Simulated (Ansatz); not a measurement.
Results of PBE0 (Ansatz, an electronic-structure program, plane waves, PAW) for naphthalene C₁₀H₈.

The cell is the one relaxed with PBE: a = 8.7167 Å, b = 6.5447 Å, c = 9.3547 Å, α = γ = 90.00°, β = 119.20°.

Q: Give the computed lattice energy.

A: 
lattice energy: 12 kJ/mol

Note: the cell comes from a level without a dispersion term, which matters for the spacing of layers, chains or molecules.
